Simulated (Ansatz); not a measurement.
Geometry optimisation, RKS PBE-D4/def2-SVP in Ansatz 0.2.0.

Input:

```yaml
crystal:
  periodic: [false, false, false]
  atoms:
    - { symbol: Si, position_ang: [0.0, 0.0, 0.0] }
    - { symbol: H, position_ang: [0.0, 0.0, 1.81] }
    - { symbol: H, position_ang: [1.3768, 0.0, -0.4862] }
    - { symbol: O, position_ang: [-0.7913, 1.3709, -0.5594] }
    - { symbol: H, position_ang: [-1.7491, 1.1401, -0.7818] }
    - { symbol: H, position_ang: [-0.6877, -1.1914, -0.4862] }
    - { symbol: F, position_ang: [0.9864, -1.498, 0.596] }
    - { symbol: H, position_ang: [0.5354, -0.8131, 1.693] }
basis:
  gaussian: { orbitals: def2-SVP }
hamiltonian:
  xc: pbe
  dispersion: d4
relax:
  f_tol: 0.15
  max_steps: 25
  restrain:
    - { distance: [0, 6], at: 2.79, k: 30.0 }
    - { distance: [7, 1], at: 1.86, k: 30.0 }
    - { distance: [0, 1], at: 1.46, k: 30.0 }
    - { distance: [7, 6], at: 0.92, k: 30.0 }
output:
  orbitals: {}
```

Launched with:

```bash
$ ansatz run input.yaml --threads 1 --pin off --max-ram 2048MiB --backend cpu --events-out ev --progress --plain --runs-dir out
```

**Question.** Where does it end, and by what steps?

**Answer.** The run converged. The restraints hold the end off the free minimum. After 8 steps the energy has fallen by 2.229 eV (the restraints' own energy left out); F7 moved furthest, 0.81 Å. Parted: Si1–F7 (1.89 → 2.79 Å). Joined: F7–H8 (1.37 → 0.93 Å).

```csv
step,energy less start (eV),largest force component (eV/Å),accepted
0,0.0000,2.790,yes
1,-0.7378,3.844,yes
2,-1.4376,3.687,yes
3,-1.7396,3.730,yes
4,-2.0165,2.651,yes
5,-2.1356,1.007,yes
6,-2.2142,1.002,yes
7,-2.2191,0.657,yes
8,-2.2286,0.733,yes
```

```xyz
8
Properties=species:S:1:pos:R:3
Si -0.116 0.102 -0.120
H -0.208 0.109 1.360
H 1.311 0.238 -0.545
O -0.894 1.459 -0.745
H -1.858 1.475 -0.608
H -0.749 -1.165 -0.624
F 1.262 -1.917 1.234
H 0.923 -1.290 1.834
```

Run time: 18 s on 1 thread of Arm Neoverse V2, with other jobs on the host, peak memory 0.13 GiB.
